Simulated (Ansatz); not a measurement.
## A ladder of methods for NO (SMILES [N]=O)

The species is NO (2 atoms), meant as a doublet with charge 0. SMILES: `[N]=O`. The shape was relaxed beforehand at wB97X-V/def2-SVP.

```xyz
2

N    -0.4858    0.1778   -0.2451
O     0.4858   -0.1778    0.2451
```

Quantity: the dissociation energy of the O2–N1 bond into triplet O and quartet N (shapes relaxed at wB97X-V/def2-SVP, no zero-point term), in eV. The values are calculated.

```tsv
level	kind	program	value (eV)
UHF/def2-TZVPP	Hartree–Fock	Ansatz	2.32
USVWN5/def2-TZVPP	LDA	Ansatz	8.61
UPBE/def2-TZVPP	GGA	Ansatz	7.46
U-r2SCAN/def2-TZVPP	meta-GGA	Ansatz	6.60
UB3LYP/def2-TZVPP	global hybrid	Ansatz	6.72
UPBE0-D4/def2-TZVPP	global hybrid	Ansatz	6.65
U-wB97M-V/def2-TZVPP	range-separated hybrid	Ansatz	6.71
RPA@PBE/def2-TZVPP	RPA	Ansatz	6.17
UMP2/def2-TZVPP	perturbation theory	Ansatz	6.59
```

The values span 2.32 to 8.61 eV. Hartree–Fock misses the correlation of the electron pair that is broken and comes out low. Measured bond enthalpies also hold zero-point and thermal terms, a few tenths of an eV less.
